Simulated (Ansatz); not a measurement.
## C3H4, singlet: CASSCF and its corrections

Program: Ansatz, Gaussian basis, development build. Basis cc-pVDZ, nonrelativistic, 3 orbitals frozen in the corrections. State-specific CASSCF; RHF is the lowest restricted (open-shell) Hartree–Fock solution met. Letters tell apart solutions met in one space. No symmetry is imposed, so a solution can break that of the shape. Lower solutions, or ones in other orbitals, may exist.

Geometry. A bond is stretched, to 1.44 times the sum of the covalent radii.

```xyz
7

C     0.0000    0.0000    0.1931
C     0.0000    0.0000    1.4113
C     0.0000    0.0000   -1.2683
H     0.0000    0.0000    2.9567
H     0.0000    1.0211   -1.6580
H     0.8843   -0.5106   -1.6580
H    -0.8843   -0.5106   -1.6580
```

CASSCF less RHF, in eV, and natural occupations:

| CAS | CASSCF | occupations |
| --- | --- | --- |
| (2,2) a | -0.848 | 1.93, 0.07 |
| (2,2) b | -0.634 | 1.94, 0.06 |

(1) What totals less RHF do the corrections give on each solution?

(2) In CAS(2,2), is the solution lowest in CASSCF also lowest after SC-NEVPT2?

(3) Roughly how much CPU time does a whole run from the default start take (median of such runs, summed over threads; nearly all runs on one pinned thread of a shared server, mostly Xeon at 2.3 to 2.6 GHz, by a development driver)?

## Answers

(1) 

| CAS | SC-NEVPT2 |
| --- | --- |
| (2,2) a | -11.226 |
| (2,2) b | -11.117 |

(2) Yes: (2,2) a stays lowest, 0.11 eV under the next.

(3) CAS(2,2) a: about 2.4 s. Other jobs ran beside these, and the count of passes differs.
